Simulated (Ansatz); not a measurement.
Al2H5N, SMILES `[NH2][AlH][AlH2]`, relaxed with RKS PBE-D4/def2-SVP in the Gaussian-basis code of Ansatz from a rough embedded geometry. The force threshold is 0.03 eV/Å; the program also tests the step.

The species carries charge 0 and has multiplicity 1.

Start:

```xyz
8

N    -1.313   -0.584   -1.226
Al    0.311    0.146   -0.673
Al    0.872    0.038    1.727
H    -2.031   -0.038   -0.811
H    -1.417   -0.383   -2.300
H     1.324    0.822   -1.733
H     2.321    0.639    2.251
H    -0.067   -0.640    2.765
```

(1) By how much does the energy fall, and how many steps does the optimiser take? (Estimate.)

(2) Which bonds change most? (An estimate is asked.)

(3) Give the relaxed structure. (An estimate is asked.)

Results:

(1) Ansatz gave: 14.58 kcal/mol, in 6 steps, 1 of them rejected.

(2) Ansatz gave: Al2–Al3 from 2.467 to 2.596 Å; N1–H5 from 1.098 to 1.024 Å; N1–Al2 from 1.864 to 1.795 Å; Al3–H8 from 1.556 to 1.613 Å.

(3) Computed: 
```xyz
8

N    -1.257   -0.208   -1.305
Al    0.410    0.187   -0.770
Al    0.913    0.066    1.774
H    -2.025   -0.490   -0.689
H    -1.587   -0.179   -2.274
H     1.401    0.583   -1.970
H     2.227    0.723    2.433
H    -0.081   -0.680    2.802
```
